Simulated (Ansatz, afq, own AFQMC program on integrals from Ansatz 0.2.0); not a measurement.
Integrals from Ansatz 0.2.0, then the random walk in our own AFQMC program (afq).

```yaml
crystal:
  periodic: [false, false, false]
  atoms:
    - {symbol: B, position_ang: [0.000000, 0.000000, 0.767155]}
    - {symbol: N, position_ang: [0.000000, 0.000000, -0.617815]}
    - {symbol: H, position_ang: [0.000000, 1.046904, 1.347570]}
    - {symbol: H, position_ang: [0.000000, -1.046904, 1.347570]}
    - {symbol: H, position_ang: [0.000000, 0.841351, -1.169074]}
    - {symbol: H, position_ang: [0.000000, -0.841351, -1.169074]}
basis:
  gaussian: {orbitals: 6-31G}
magnetization: {spin_polarized: false}
correlation: {method: ccsd_t, electrons: outside_noble_gas, hamiltonian_folder: ham}
```

```sh
$ ansatz run in.yaml --threads 1 --pin off --events-out ev --progress --plain --max-ram 1382MiB
```

afq runs on the folder ham with

```
--method free --trial cisd --walkers 180 --time-step 0.03 --max-blocks 80 --target-error 0.00042 --factor-cut 1e-05 --seed 3616 --times 0,0.21,0.42,0.81,1.2,1.8,2.4,3 --taylor-order 8
```

Times are imaginary, in 1/Eh. The walk had a cap of 529 s.

```
orbitals 24  electrons 6 6  factors 175 of 386
reference energy -81.46230295 Eh
CCSD correlation -0.18790067 Eh in 8 cycles, weight of the determinant in the CISD state 0.9157
repeat  energy at the last time / Eh  error
    10  -81.653442  0.000386
    20  -81.653483  0.000326
    30  -81.653984  0.000303
time / (1/Eh)  energy / Eh  error  mean overlap
  0.00  -81.650198  0.000289  1.0908
  0.21  -81.652183  0.000220  1.0931
  0.42  -81.653424  0.000269  1.0901
  0.81  -81.654088  0.000253  1.1008
  1.20  -81.654166  0.000245  1.1011
  1.80  -81.654304  0.000240  1.1206
  2.40  -81.655019  0.000324  1.0973
  3.00  -81.653913  0.000300  1.1243
energy -81.653913 +/- 0.000300 Eh
```

Estimate how long the walk took on 1 thread of Arm Neoverse V2 (shared host).

39 s of wall time.

The run passed its tests (error under three times the target), which doesn't prove that it has relaxed.

Against this walk (error 8.2 meV) on the same determinant: CCSD(T) 1.7 meV lower (within the noise), CCSDT(Q) 23.1 meV lower. The error is statistical, and a free projection of finite length keeps a remainder of its start. The last points scatter (meV from the last: -5 ± 7 at 0.81, -7 ± 7 at 1.20, -11 ± 7 at 1.80, -30 ± 9 at 2.40, 0 ± 8 at 3.00); the last is the one printed as the energy, and the gaps above move with that scatter.

Cautions: remainder of the start not in the error.

CCSDT and higher add their correlation energy to the determinant of the CCSD(T) run, since their own runs factorise the integrals more tightly (a shift of under 2 meV). A walk keeps the symmetry of its determinant, which the program's search chose and which needn't be the lowest solution, so a lower state of the same spin and another symmetry isn't excluded.
